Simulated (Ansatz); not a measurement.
Relaxation of CH3BF (6 atoms, charge 0, multiplicity 2), to a largest force component of 0.02 eV/Å in at most 50 steps.

Level of theory: Ansatz, UKS BHLYP/cc-pVDZ.

```xyz
6
Properties=species:S:1:pos:R:3
C -0.310 0.271 -0.172
B 0.235 -1.099 0.226
F 1.538 -1.190 0.762
H -0.807 -1.624 0.136
H 0.388 1.105 0.003
H -0.606 0.327 -1.266
```

Where does it end, and by what steps?

The forces met the threshold. After 8 steps the energy has fallen by 1.627 eV; H4 moved furthest, 0.48 Å.

```csv
step,energy less start (eV),largest force component (eV/Å),accepted
0,0.0000,3.064,yes
1,-1.0363,2.308,yes
2,-1.4041,1.546,yes
3,-1.5463,1.228,yes
4,-1.6170,0.837,yes
5,-1.6260,0.161,yes
6,-1.6264,0.046,yes
7,-1.6267,0.020,yes
8,-1.6267,0.019,yes
```

```xyz
6
Properties=species:S:1:pos:R:3
C -0.086 0.334 -0.373
B 0.175 -1.045 0.225
F 1.247 -1.224 1.001
H -0.529 -1.997 0.034
H 0.571 1.181 -0.185
H -0.939 0.541 -1.014
```

Whether the end is a true minimum wasn't checked by a vibrational analysis.

Run time: 45 s on 1 thread of Intel(R) Xeon(R) Processor @ 2.50GHz (Skylake/Cascade Lake), on a shared host, peak memory 0.15 GiB.
